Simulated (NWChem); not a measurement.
Species: phosphine (PH3); SMILES P

Program: NWChem. Level B3LYP/def2-SVP: optimisations from one semi-empirical or force-field start; each run changes one setting, and all end within 0.3 mHa of each other.

```
setting                                             optimisation steps
--------------------------------------------------  ------------------
redundant internal coordinates, default thresholds                   3
symmetry off                                                         3
tight thresholds                                                     5
Cartesian coordinates                                                3
```
